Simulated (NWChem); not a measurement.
# TPSSh/6-31G run of CH3FMg (MgMeF), part 2 of 2

NWChem 7.3.0. Earlier steps stand in the parts before.

## 3. The distorted shape, same level

The input, ch3fmg.nw:

```
start ch3fmg
memory total 2200 mb
charge 0

geometry noautosym nocenter
  zmatrix
    Mg
    C 1 r2
    H 2 r3 1 a3
    H 2 r4 3 a4 1 d4
    H 2 r5 3 a5 4 d5
    F 1 r6 3 a6 2 d6
  variables
    r2 2.020486
    r3 1.061149
    a3 109.34486
    r4 1.12184
    a4 109.54381
    d4 121.69607
    r5 1.102914
    a5 110.24162
    d5 117.57545
    r6 1.742347
    a6 157.95921
    d6 178.13936
  end
end

basis "ao basis"
  * library 6-31G
end

dft
  xc xctpssh
  grid xfine
  convergence energy 1e-06
  direct
  mulliken
  print medium
end

property
  electrondensity
  dipole
  octupole
end

task dft property
```

On the command line:

```bash
$ nwchem ch3fmg.nw > ch3fmg.out
```

Standard output:

```text
Northwest Computational Chemistry Package (NWChem) 7.3.0
             --------------------------------------------------------

           Job information
           ---------------

    nwchem branch   = 7.3.0
    use scalapack   = T
    input           = ch3fmg.nw
    prefix          = ch3fmg.
    data base       = ./ch3fmg.db
    status          = startup
    nproc           =        1

           Memory information
           ------------------

    heap     =     72089594 doubles =      550.0 Mbytes
    stack    =     72089599 doubles =      550.0 Mbytes
    global   =    144179200 doubles =     1100.0 Mbytes (distinct from heap & stack)
    total    =    288358393 doubles =     2200.0 Mbytes
    verify   = yes
    hardfail = no

           Directory information
           ---------------------

  0 permanent = .
  0 scratch   = .

                                NWChem Input Module
                                -------------------

 Scaling coordinates for geometry "geometry" by  1.889725989
 (inverse scale =  0.529177249)

                             Geometry "geometry" -> ""
                             -------------------------

 Output coordinates in angstroms (scale by  1.889725989 to convert to a.u.)

  No.       Tag          Charge          X              Y              Z
 ---- ---------------- ---------- -------------- -------------- --------------
    1 Mg                  12.0000     0.00000000     0.00000000     0.00000000
    2 C                    6.0000     0.00000000     0.00000000     2.02048600
    3 H                    1.0000     1.00123853     0.00000000     2.37199505
    4 H                    1.0000    -0.53809972    -0.89952095     2.42028060
    5 H                    1.0000    -0.53519323     0.88951257     2.39298417
    6 F                    9.0000    -0.02598903     0.02122941    -1.74202381

      Atomic Mass
      -----------

      Mg                23.985040
      C                 12.000000
      H                  1.007825
      F                 18.998400

 Effective nuclear repulsion energy (a.u.)      79.5045569678

            Nuclear Dipole moment (a.u.)
            ----------------------------
        X                 Y               Z
 ---------------- ---------------- ----------------
    -0.5781723570     0.3421468041     6.8596326626

                                Z-matrix (user)
                                --------

 Units are Angstrom for bonds and degrees for angles

      Type          Name      I     J     K     L     M      Value
      ----------- --------  ----- ----- ----- ----- ----- ----------
    1 Stretch      r2          2     1                       2.02049
    2 Stretch      r3          3     2                       1.06115
    3 Bend         a3          3     2     1               109.34486
    4 Stretch      r4          4     2                       1.12184
    5 Bend         a4          4     2     3               109.54381
    6 Torsion      d4          4     2     3     1         121.69607
    7 Stretch      r5          5     2                       1.10291
    8 Bend         a5          5     2     3               110.24162
    9 Torsion      d5          5     2     3     4         117.57545
   10 Stretch      r6          6     1                       1.74235
   11 Bend         a6          6     1     3               157.95921
   12 Torsion      d6          6     1     3     2         178.13936

            XYZ format geometry
            -------------------
     6
 geometry
 Mg                    0.00000000     0.00000000     0.00000000
 C                     0.00000000     0.00000000     2.02048600
 H                     1.00123853     0.00000000     2.37199505
 H                    -0.53809972    -0.89952095     2.42028060
 H                    -0.53519323     0.88951257     2.39298417
 F                    -0.02598903     0.02122941    -1.74202381

 ==============================================================================
                                internuclear distances
 ------------------------------------------------------------------------------
       center one      |      center two      | atomic units |  angstroms
 ------------------------------------------------------------------------------
    2 C                |   1 Mg               |     3.81816  |     2.02049
    3 H                |   2 C                |     2.00528  |     1.06115
    4 H                |   2 C                |     2.11997  |     1.12184
    5 H                |   2 C                |     2.08421  |     1.10291
    6 F                |   1 Mg               |     3.29256  |     1.74235
 ------------------------------------------------------------------------------
                         number of included internuclear distances:          5
 ==============================================================================

 ==============================================================================
                                 internuclear angles
 ------------------------------------------------------------------------------
        center 1       |       center 2       |       center 3       |  degrees
 ------------------------------------------------------------------------------
    2 C                |   1 Mg               |   6 F                |   178.90
    1 Mg               |   2 C                |   3 H                |   109.34
    1 Mg               |   2 C                |   4 H                |   110.88
    1 Mg               |   2 C                |   5 H                |   109.74
[... 17 lines left out ...]
  convergence criterion.
[... 28 lines left out ...]
  convergence criterion.
[... 16 lines left out ...]
          Convergence on energy requested:  1.00D-07
          Convergence on density requested:  1.00D-05
          Convergence on gradient requested:  5.00D-04
[... 21 lines left out ...]
          Spatial weights used:  Erf1
[... 1 line left out ...]
          Convergence Information
[... 1 line left out ...]
          Convergence aids based upon iterative change in
          total energy or number of iterations.
[... 56 lines left out ...]
   convergence    iter        energy       DeltaE   RMS-Dens  Diis-err    time
[... 11 lines left out ...]
         Total DFT energy =     -339.848977929064
      One electron energy =     -631.395432341224
           Coulomb energy =      245.701639493669
    Exchange-Corr. energy =      -33.659742049350
 Nuclear repulsion energy =       79.504556967841
[... 5 lines left out ...]
                       DFT Final Molecular Orbital Analysis
[... 243 lines left out ...]
              MO Center= -5.2D-02,  2.1D-02, -1.7D+00, r^2= 1.3D+00
   Bfn.  Coefficient  Atom+Function         Bfn.  Coefficient  Atom+Function
  ----- ------------  ---------------      ----- ------------  ---------------
    35      1.091872  6 F  px                31     -0.948228  6 F  px
    20      0.273982  2 C  px                19     -0.270937  2 C  s
     7     -0.240515  1 Mg px                15      0.121970  2 C  s
[... 4 lines of this table left out ...]
              MO Center= -3.2D-02,  2.4D-02, -2.0D+00, r^2= 1.6D+00
   Bfn.  Coefficient  Atom+Function         Bfn.  Coefficient  Atom+Function
  ----- ------------  ---------------      ----- ------------  ---------------
    37     -1.212509  6 F  pz                19      1.106600  2 C  s
    33      0.885043  6 F  pz                 9     -0.738078  1 Mg pz
    13      0.567568  1 Mg pz                30     -0.510625  6 F  s
[... 4 lines of this table left out ...]
              MO Center= -8.9D-03,  7.1D-03, -1.0D+00, r^2= 2.1D+00
   Bfn.  Coefficient  Atom+Function         Bfn.  Coefficient  Atom+Function
  ----- ------------  ---------------      ----- ------------  ---------------
    34      2.266211  6 F  s                 19     -2.020926  2 C  s
     9      1.881319  1 Mg pz                30     -1.566021  6 F  s
    37      0.842426  6 F  pz                15      0.730996  2 C  s
    22      0.717579  2 C  pz                33     -0.354398  6 F  pz
    13     -0.165509  1 Mg pz                23      0.160792  3 H  s

     ---------------------------------------------
      Total Density - Mulliken Population Analysis
     ---------------------------------------------

    Atom       Charge   Shell Charges
 -----------   ------   -------------------------------------------------------
    1 Mg  12    11.02   2.00  2.00  5.96  0.43  0.46  0.08  0.09
    2 C    6     6.89   2.00  0.63  2.07  0.80  1.38
    3 H    1     0.82   0.54  0.28
    4 H    1     0.83   0.52  0.32
    5 H    1     0.83   0.52  0.31
    6 F    9     9.60   2.00  0.92  3.29  1.07  2.33

     -------------------------------------------
      Total Density - Lowdin Population Analysis
     -------------------------------------------

    Atom       Charge   Shell Charges
 -----------   ------   -------------------------------------------------------
    1 Mg  12    11.24   2.00  1.97  5.90  0.40  0.60  0.17  0.20
    2 C    6     6.67   1.99  0.56  1.90  0.50  1.72
    3 H    1     0.87   0.51  0.36
    4 H    1     0.87   0.49  0.38
    5 H    1     0.87   0.50  0.37
    6 F    9     9.49   1.99  0.93  3.19  0.92  2.45

 center of mass
 --------------
 x =  -0.01845091 y =   0.01281075 z =  -0.05239614

 moments of inertia (a.u.)
 ------------------
         448.386978690507          -0.004966361389          -2.266424012676
          -0.004966361389         448.313148178270           2.644663659711
          -2.266424012676           2.644663659711          11.487775752941

     Multipole analysis of the density
     ---------------------------------

     L   x y z        total         alpha         beta         nuclear
     -   - - -        -----         -----         ----         -------
     0   0 0 0     -0.000000    -15.000000    -15.000000     30.000000

     1   1 0 0      0.048010      0.313091      0.313091     -0.578172
[... 8 lines of this table left out ...]
     2   0 0 2    -25.065988   -135.764168   -135.764168    246.462348

          -------------
          Dipole Moment
          -------------

 Center of charge (in au) is the expansion point
         X =      -0.0192724 Y =       0.0114049 Z =       0.2286544

   Dipole moment        0.8068944935 A.U.
             DMX        0.0480101925 DMXEFC        0.0000000000
             DMY       -0.0129671660 DMYEFC        0.0000000000
             DMZ        0.8053605389 DMZEFC        0.0000000000
   -EFC- dipole         0.0000000000 A.U.
   Total dipole         0.8068944935 A.U.

   Dipole moment        2.0509367309 Debye(s)
             DMX        0.1220306597 DMXEFC        0.0000000000
             DMY       -0.0329594974 DMYEFC        0.0000000000
             DMZ        2.0470377778 DMZEFC        0.0000000000
   -EFC- dipole         0.0000000000 DEBYE(S)
   Total dipole         2.0509367309 DEBYE(S)

 1 a.u. = 2.541766 Debyes

          ---------------
          Octupole Moment
          ---------------

 Center of charge (in au) is the expansion point
         X =      -0.0192724 Y =       0.0114049 Z =       0.2286544

   Third moments in atomic units

   Component  Electronic+nuclear     Point charges             Total
  --------------------------------------------------------------------------
      XXX           0.9990957023          0.0000000000          0.9990957023
      YYY           0.1697846492          0.0000000000          0.1697846492
      ZZZ          -5.3743546313          0.0000000000         -5.3743546313
[... 6 lines of this table left out ...]
      XYZ          -0.0096590274          0.0000000000         -0.0096590274

   Third moments in 10**(-34) esu*cm**3

   Component  Electronic+nuclear     Point charges             Total
  --------------------------------------------------------------------------
      XXX           0.7110444222          0.0000000000          0.7110444222
      YYY           0.1208336975          0.0000000000          0.1208336975
      ZZZ          -3.8248636989          0.0000000000         -3.8248636989
[... 6 lines of this table left out ...]
      XYZ          -0.0068742139          0.0000000000         -0.0068742139

   Octupole moments in atomic units

   Component  Electronic+nuclear     Point charges             Total
  --------------------------------------------------------------------------
      XXX           1.8826741635          0.0000000000          1.8826741635
      YYY           0.3735924001          0.0000000000          0.3735924001
      ZZZ          18.3246693899          0.0000000000         18.3246693899
[... 6 lines of this table left out ...]
      XYZ          -0.0241475685          0.0000000000         -0.0241475685

   Octupole moments in 10**(-34) esu*cm**3

   Component  Electronic+nuclear     Point charges             Total
  --------------------------------------------------------------------------
      XXX           1.3398766101          0.0000000000          1.3398766101
      YYY           0.2658812280          0.0000000000          0.2658812280
      ZZZ          13.0414473088          0.0000000000         13.0414473088
[... 6 lines of this table left out ...]
      XYZ          -0.0171855347          0.0000000000         -0.0171855347

 1 a.u. = 0.711688 10**(-34) esu*cm**3

          ---------------------
          Electron/spin density
          ---------------------

 1 a.u. = 4.80286 10**(-10) esu

 Total electron density
 ----------------------
   Point      X         Y         Z      Density (a.u.)
    1 Mg   0.00000   0.00000   0.00000    1024.083613
    2 C    0.00000   0.00000   3.81816     118.169194
    3 H    1.89207   0.00000   4.48242       0.435239
    4 H   -1.01686  -1.69985   4.57367       0.406680
    5 H   -1.01137   1.68094   4.52208       0.415236
    6 F   -0.04911   0.04012  -3.29195     419.953176

 Task  times  cpu:       16.4s     wall:       16.4s
 Total times  cpu:       16.5s     wall:       16.5s
```

It took 17 s on 1 thread of Intel Xeon Platinum 8175M at 2.50GHz (Skylake/Cascade Lake), shared host; peak memory 0.13 GiB.

Atomic charges (e):

```tsv
atom	Mulliken	Löwdin
Mg1	+0.980	+0.760
C2	-0.890	-0.670
H3	+0.180	+0.130
H4	+0.170	+0.130
H5	+0.170	+0.130
F6	-0.600	-0.490
```

## 4. Outcome

The summary covers parts 1 to 2.

Level: TPSSh/6-31G.

```
                              quantity          value
             first shape: total energy  -339.84934 Eh
            first shape: dipole moment         1.98 D
         distorted shape: total energy  -339.84898 Eh
        distorted shape: dipole moment         2.05 D
          distorted shape: HOMO energy       -6.70 eV
          distorted shape: LUMO energy       -1.03 eV
        distorted shape: HOMO–LUMO gap        5.67 eV
energy change with the atoms displaced       0.010 eV
```

In words: With the atoms displaced the energy rises by 0.01 eV (0.2 kcal/mol). The first shape isn't relaxed at this level, so the change isn't measured from a minimum.
